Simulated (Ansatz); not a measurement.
N2H4, singlet: the ladder up to RCCSDTQ

Geometry: MP2(full)/6-31G*, from the G2/97 set.

```yaml
atoms:
  - { symbol: N, position_ang: [0.0000, 0.7190, -0.0440] }
  - { symbol: N, position_ang: [0.0000, -0.7190, -0.0440] }
  - { symbol: H, position_ang: [0.2111, 1.0928, 0.8816] }
  - { symbol: H, position_ang: [-0.9482, 1.0050, -0.2704] }
  - { symbol: H, position_ang: [-0.2111, -1.0928, 0.8816] }
  - { symbol: H, position_ang: [0.9482, -1.0050, -0.2704] }
```

Basis 6-31G* (Cartesian d functions); Ansatz 0.2.0. Only valence electrons are correlated (noble-gas cores frozen), which leaves 14 electrons in 36 orbitals. Prefix R: restricted or restricted open-shell reference. Active spaces: valence = (14e, 12o) chosen from the atoms' valence shells.

Full CI isn't at hand for all of this; RCCSDTQ serves as the reference, and is uncertain by about the last step of the cluster series.

The UHF ⟨S²⟩ is 0.000 and the T1 diagnostic (RCCSD) is 0.0065. The largest doubles amplitude (RCCSD) is 0.041.

| level | E − E(RCCSDTQ) (mEh) | share of correlation (%) | wall time |
| --- | --- | --- | --- |
| RHF | 361.78 | 0.00 | – |
| RMP2 | 31.90 | 91.18 | – |
| CISD | 36.60 | 89.88 | 0.79 s |
| RCCSD | 8.26 | 97.72 | – |
| RCCSD(T) | 1.12 | 99.69 | 0.34 s |
| BCCD(T) | 1.12 | 99.69 | 0.49 s |
| RCCSDT | 0.77 | 99.79 | – |
| RCCSDT(Q) | -0.06 | 100.02 | 4.8 s |
| CASSCF (valence space) | 225.73 | 37.61 | – |
| NEVPT2 (valence space) | 38.26 | 89.43 | 2.5 s (H100) |
| MRCISD (valence space) | 13.83 | 96.18 | – |
| MRCISD+Q (valence space) | 0.91 | 99.75 | 4.8 s (H100) |

The correlation energy at RCCSDTQ, counted from RHF, is -9.845 eV. That run took 7 s on 5 threads of AMD EPYC 7R13 with a whole H100 80 GB, shared host.

Times hold each run's SCF and search for its determinant on a shared host, so for small cases they say little of a method's own cost; rows without a card ran on 1 thread of AMD EPYC 7R13.

Natural occupations of CASSCF (valence space) about the gap: 1.980 1.979 1.976 1.976 1.968 0.033 0.024 0.024 0.023 0.022; effectively unpaired electrons, Σ n²(2−n)², 0.02.

Atomization energy (electronic, same basis, no zero-point term; atoms at the same level, unrestricted beside the R rows where the molecule is a closed shell, with restricted open-shell steps beyond CCSDT(Q)) at RCCSDTQ: 1546.1 kJ/mol. Errors of other levels:

```
                   level  error (kJ/mol)
                     RHF          -484.9
                    RMP2             5.4
                    CISD           -87.5
                   RCCSD           -17.2
                RCCSD(T)            -2.0
                 BCCD(T)            -1.4
                  RCCSDT            -1.8
               RCCSDT(Q)             0.2
  CASSCF (valence space)          -111.3
  NEVPT2 (valence space)            -3.0
  MRCISD (valence space)           -27.1
MRCISD+Q (valence space)            -8.0
```

This basis is far from its limit, so the value isn't to be set against a measured one. Truncated CI isn't size-consistent, which counts against it in atomization.
